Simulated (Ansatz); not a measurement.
Born–Oppenheimer molecular dynamics of AlClH₄ (6 atoms, charge 0, multiplicity 1). It starts at the highest image of a converged band, a first-order saddle point between two minima.

Method: RKS B3LYP/def2-SVP in Ansatz.

- ensemble: NVE (velocity Verlet)
- time step: 0.5 fs
- steps asked: 200
- starting velocities drawn for: 300 K
- seed: 5501

First frame:

```xyz
6
Properties=species:S:1:pos:R:3
Al 0.018 -0.378 -0.144
Cl 0.013 -0.012 2.393
H 1.409 0.162 -0.655
H -1.402 0.087 -0.650
H 0.061 -1.894 0.511
H 0.045 -1.231 1.711
```

Question: How far do the bonds stretch over the last three quarters of this one trajectory? (Pairs bonded in most of those frames.)

Answer: 
```json
{"bond": "Al1–H3", "mean (Å)": "1.588", "spread (Å)": "0.022", "shortest": "1.56", "longest": "1.62"}
{"bond": "Al1–H4", "mean (Å)": "1.590", "spread (Å)": "0.015", "shortest": "1.56", "longest": "1.61"}
{"bond": "Al1–H5", "mean (Å)": "1.594", "spread (Å)": "0.025", "shortest": "1.55", "longest": "1.63"}
{"bond": "Cl2–H6", "mean (Å)": "1.297", "spread (Å)": "0.012", "shortest": "1.28", "longest": "1.32"}
```

Mean temperature of the second half: 226 K. The conserved energy stayed within 0.036 meV per atom of its start (net change 0.025 meV per atom), so the integration is sound. A run of 0.1 ps of so small a system gives no equilibrium averages. The orbitals stay closed-shell, which can raise the energy where a bond breaks towards radicals; this wasn't checked here.

The run took 4 min on 1 thread of Arm Neoverse V1 (shared host), peak memory 0.098 GiB.
